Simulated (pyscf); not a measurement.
Optimised with ωB97X-D3(BJ)/def2-SVP in PySCF.

**Question.** Estimate the classical barrier height and the reaction energy of HO–InH–OH (SMILES [OH][InH][OH]) → HO–In (SMILES [OH][In]) [singlet] + H₂O (SMILES O) at M06-2X/def2-TZVP. The step runs on the singlet surface, breaks In–O, H–In and forms H–O; take the reactant's lowest minimum found as zero.

**Answer.** ΔE‡ = 44.5 kcal/mol, ΔE = -7.0 kcal/mol. CCSD(T)/def2-TZVPP + ΔMP2(QZVPP) gives 42.7 kcal/mol and -9.5 kcal/mol. Zero-point energy shifts the barrier by -1.5 kcal/mol. It is a 1,1-elimination, with an imaginary mode of 1309i cm⁻¹. On the product side the descent ends in a bound adduct (not fully relaxed), 14.3 kcal/mol under the separated species and 64.9 kcal/mol under the saddle at ωB97X-D3(BJ)/def2-TZVP. At ωB97X-D3(BJ) the barrier from the zero used here is 46.5 kcal/mol. One saddle was located; it need not be the lowest between these sides. The CCSD(T) − MP2 part came from Ansatz, without density fitting, on the same reference. The frozen core leaves the outer d or s,p core shells of the metals and heavy elements correlated in the MP2 and CC values, and def2-TZVPP describes them poorly, which can shift differences by a few kcal/mol. Elements past Kr carry the def2 core potentials, without spin-orbit coupling.
